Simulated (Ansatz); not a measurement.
# C3H6ClFO: one species, many methods

One table from this session's results is given with a row withheld; the runs are named, their logs left out.

The runs use Ansatz 0.2.0, Gaussian basis; functionals in def2-TZVPP, the program's frozen cores in correlated methods.

Levels to be run: PBE-D4, r2SCAN-D4, PBE0-D4, B3LYP-D4, ωB97X-V, ωB97M-V, B2PLYP; CCSD(T)/def2-TZVPP; MP2/def2-QZVPP; extrapolation to the limit.

## The geometry

An earlier PBE0-D4 in a triple-zeta def2 set relaxation fixed the geometry.

12 atoms, charge 0, spin multiplicity 1.

Atoms are counted from 1 here; the program's logs count them from 0.

Bond lengths: C1–O2 1.414 Å, C1–H7 1.093 Å, C1–H8 1.096 Å, C1–H9 1.088 Å, O2–C3 1.360 Å, C3–F4 1.392 Å, C3–C5 1.509 Å, C3–H10 1.099 Å, C5–Cl6 1.772 Å, C5–H11 1.089 Å, C5–H12 1.088 Å. Angles: O2–C1–H7 111.2°, O2–C1–H8 110.7°, O2–C1–H9 106.8°, H7–C1–H8 109.4°, H7–C1–H9 109.4°, H8–C1–H9 109.2°, C1–O2–C3 114.3°, O2–C3–F4 110.2°, O2–C3–C5 109.7°, O2–C3–H10 112.0°, F4–C3–C5 106.7°, F4–C3–H10 106.0°, C5–C3–H10 112.0°, C3–C5–Cl6 110.8°, C3–C5–H11 109.6°, C3–C5–H12 109.6°, Cl6–C5–H11 108.5°, Cl6–C5–H12 108.1° and more.

Set-up of the first run:

in.yaml

```yaml
crystal:
  periodic: [false, false, false]
  atoms:
    - {symbol: C, position_ang: [-1.877723, 0.080828, -0.047735]}
    - {symbol: O, position_ang: [-0.613589, -0.173369, 0.532775]}
    - {symbol: C, position_ang: [0.428941, -0.091492, -0.336476]}
    - {symbol: F, position_ang: [0.435705, -1.194648, -1.184576]}
    - {symbol: C, position_ang: [1.730325, -0.122055, 0.426424]}
    - {symbol: Cl, position_ang: [1.986693, 1.401124, 1.294328]}
    - {symbol: H, position_ang: [-2.139939, -0.689709, -0.777490]}
    - {symbol: H, position_ang: [-1.890738, 1.063041, -0.534222]}
    - {symbol: H, position_ang: [-2.603446, 0.073473, 0.763404]}
    - {symbol: H, position_ang: [0.353890, 0.791048, -0.986876]}
    - {symbol: H, position_ang: [1.709667, -0.934165, 1.151597]}
    - {symbol: H, position_ang: [2.557315, -0.259074, -0.266854]}
basis:
  gaussian: {orbitals: def2-TZVPP}
hamiltonian: {xc: pbe, dispersion: d4}
output: {forces: true, orbitals: {seedname: orbitals}}
```

The run is started by

```
> ansatz run in.yaml --threads 4 --pin off --events-out ev --progress --plain --max-ram 10444MiB
```

Steps of the session up to this table: PBE-D4 (GGA); r2SCAN-D4 (meta-GGA); PBE0-D4 (hybrid); B3LYP-D4 (hybrid); ωB97X-V (range-separated); ωB97M-V (range-separated); B2PLYP (double hybrid); CCSD(T) in def2-TZVPP; MP2 in def2-QZVPP.

One table of the session follows, with a row left open; its other results are not shown here.

It belongs to the step «Atomisation energies». 

```
            method  atomisation energy (kJ/mol)
            PBE-D4                       4697.4
         r2SCAN-D4                       4582.9
           PBE0-D4                       4592.2
          B3LYP-D4                       4551.3
           ωB97X-V                       4578.0
           ωB97M-V                       4582.9
            B2PLYP                            ?
     HF/def2-TZVPP                       3267.2
    MP2/def2-TZVPP                       4550.2
   CCSD/def2-TZVPP                       4372.9
CCSD(T)/def2-TZVPP                       4448.2
           MP2/CBS                       4667.8
       CCSD(T)/CBS                       4565.8
```

**Question.** Estimate the row for B2PLYP.

**Answer.** atomisation energy (kJ/mol): 4511.5. In the column «atomisation energy (kJ/mol)» it lies between CCSD(T)/def2-TZVPP (4448.2) and MP2/def2-TZVPP (4550.2).
